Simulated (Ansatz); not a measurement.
**UMP2/aug-cc-pVTZ run of OH (SMILES [OH])**

Aim: the vertical electron affinity of OH at UMP2/aug-cc-pVTZ, from 2 runs. 

The results are computed with Ansatz 0.2.0.

28 further runs of the same task are left out: 28 set aside as unsound or not needed.

## (1) The molecule

The species is OH (2 atoms), meant as a doublet with charge 0. SMILES: `[OH]`. The shape is that of a PBE0-D4/def2-TZVP optimisation.

Bond lengths: O1–H2 0.973 Å.

## (2) The energy at UMP2/aug-cc-pVTZ

job.yaml

```yaml
crystal:
  periodic: [false, false, false]
  atoms:
    - {symbol: O, position_ang: [0.415880, -0.133150, 0.214550]}
    - {symbol: H, position_ang: [-0.415880, 0.133150, -0.214550]}
basis:
  gaussian: {orbitals: aug-cc-pVTZ}
magnetization: {spin_polarized: true, initial_magnetization: 1}
correlation: {method: mp2, frozen_orbitals: {H: 0, O: 1}}
accuracy: high
```

Command:

```sh
$ ansatz run job.yaml --threads 1 --pin off --max-ram 3480MiB --events-out events.jsonl --progress --plain --runs-dir runs
```

Standard output:

```text
Warning: RAYON_NUM_THREADS=1 ignored (pool sized by the plan → 1); use --threads N
Functional definition: HF
  name "HF"
  exchange = exact_x
  correlation = 0
899 factors; integrals over basis functions are off by at most 3.0e-9 eV
mean field evaluation 1: about -2051.8097 eV, gradient 1.2e1 eV
mean field evaluation 2: about -2051.8097 eV, gradient 1.2e1 eV
mean field evaluation 4: about -2052.3159 eV, gradient 1.3e0 eV
mean field evaluation 8: about -2052.3240 eV, gradient 5.7e-4 eV
mean field evaluation 16: about -2052.3235 eV, gradient 2.3e-1 eV
mean field -2052.32396208 eV, -75.4215144914 hartree, gradient 2.8e-8 eV, S^2 0.757130; 2 other end points of the search recorded, 0 dependent functions left out
1 core orbitals not correlated: weight in the atoms' cores, before any rotation towards them, 1.000 or more for the frozen orbitals, at most 0.000 for the correlated occupied ones
reference -2052.32396208 eV, -75.4215144914 hartree; 4, 3 occupied and 64, 65 virtual orbitals, 899 factors
second order -5.57318406 eV of doubles, -0.00000000 eV of singles
Total energy: -2057.89714614 eV, -75.6263252279 hartree
```

Wall time 0.58 s (1 thread of Arm Neoverse V2, shared host); peak memory 0.099 GiB.

## (3) The singlet anion

in.yaml

```yaml
crystal:
  periodic: [false, false, false]
  atoms:
    - {symbol: O, position_ang: [0.415880, -0.133150, 0.214550]}
    - {symbol: H, position_ang: [-0.415880, 0.133150, -0.214550]}
basis:
  gaussian:
    orbitals: aug-cc-pVTZ
total_charge: -1
magnetization:
  spin_polarized: false
correlation:
  method: mp2
  frozen_orbitals: {H: 0, O: 1}
accuracy: high
```

Command:

```sh
$ ansatz run in.yaml --threads 1 --pin off --max-ram 3480MiB --events-out events.jsonl --progress --plain --runs-dir runs
```

Standard output:

```text
Warning: RAYON_NUM_THREADS=1 ignored (pool sized by the plan → 1); use --threads N
Functional definition: HF
  name "HF"
  exchange = exact_x
  correlation = 0
899 factors; integrals over basis functions are off by at most 3.0e-9 eV
mean field evaluation 1: about -2051.1628 eV, gradient 2.2e1 eV
mean field evaluation 2: about -2051.1628 eV, gradient 2.2e1 eV
mean field evaluation 4: about -2052.0508 eV, gradient 1.4e0 eV
mean field evaluation 8: about -2052.0580 eV, gradient 1.1e-4 eV
mean field -2052.05802026 eV, -75.4117413096 hartree, gradient 2.1e-8 eV, S^2 0.000000; 0 other end points of the search recorded, 0 dependent functions left out
1 core orbitals not correlated: weight in the atoms' cores, before any rotation towards them, 1.000 or more for the frozen orbitals, at most 0.000 for the correlated occupied ones
reference -2052.05802026 eV, -75.4117413096 hartree; 4, 4 occupied and 64, 64 virtual orbitals, 899 factors
second order -7.90537748 eV of doubles, -0.00000000 eV of singles
Total energy: -2059.96339774 eV, -75.7022585734 hartree
```

Wall time 0.44 s (1 thread of Arm Neoverse V2, shared host); peak memory 0.096 GiB.

## (4) Outcome

At UMP2/aug-cc-pVTZ, 1 core orbital frozen:

```
                                                 quantity         value
                                 doublet OH: total energy  -75.62633 Eh
   doublet OH: correlation energy (1 core orbital frozen)    -204.8 mEh
            doublet OH: ⟨S²⟩ of the reference determinant         0.757
                              singlet anion: total energy  -75.70226 Eh
singlet anion: correlation energy (1 core orbital frozen)    -290.5 mEh
        vertical electron affinity (to the singlet anion)      2.066 eV
```

At fixed nuclei the extra electron is bound by 2.07 eV (199 kJ/mol).
